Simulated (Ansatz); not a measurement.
**Structure relaxation of Mg**

Theory: DFT PBEsol, scalar-relativistic, plane waves, PAW (Ansatz). Cutoff 420 eV, Γ-centred k mesh, Gaussian smearing, no spin polarisation in the final step.

Mg was placed on the beta-tungsten (A15) structure type (Pm-3n, No. 223), at a guessed volume.

```
Mg
1.0
     5.66305    0.00000    0.00000
     0.00000    5.66305    0.00000
     0.00000    0.00000    5.66305
Mg
8
Direct
  0.50000 0.50000 0.50000
  0.00000 0.00000 0.00000
  0.25000 0.00000 0.50000
  0.50000 0.25000 0.00000
  0.50000 0.75000 0.00000
  0.75000 0.00000 0.50000
  0.00000 0.50000 0.75000
  0.00000 0.50000 0.25000
```

Cell and atoms relax at zero pressure; the relaxation can't lower the symmetry of the start.

Energies count from the standard state of Mg at the same level.

(1) Describe the relaxed structure.

(2) What are its volume, energy, density and gap?

## Answers

(1) It keeps Pm-3n (No. 223). The result has the beta-tungsten (A15) structure. Conventional cell: a = 5.686 Å. Around Mg on Wyckoff site a (2 atoms of the primitive cell) lie 12 Mg at 3.18 Å; around Mg on Wyckoff site c (6 atoms of the primitive cell) lie 2 Mg at 2.84 Å, 4 Mg at 3.18 Å and 8 Mg at 3.48 Å.

```xyz
8
Lattice="5.6864 0.0000 0.0000 0.0000 5.6864 0.0000 0.0000 0.0000 5.6864" Properties=species:S:1:pos:R:3 pbc="T T T"
Mg    2.8432    2.8432    2.8432
Mg    0.0000    0.0000    0.0000
Mg    1.4216    0.0000    2.8432
Mg    2.8432    1.4216    0.0000
Mg    2.8432    4.2648    0.0000
Mg    4.2648    0.0000    2.8432
Mg    0.0000    2.8432    4.2648
Mg    0.0000    2.8432    1.4216
```

(2) The volume per atom is 22.98 Å³, the density is 1.76 g/cm³ and the energy over the standard structure is 0.04 eV/atom. The gap on the 8×8×8 mesh is 0 eV (a metal).

The final run used a 8×8×8 mesh on its 8-atom cell and 0.10 eV smearing. The k mesh leaves about 4 meV/atom of noise in metals. Symmetry constrained the relaxation, so the result can be a saddle point.

This form isn't the element's structure at ambient conditions.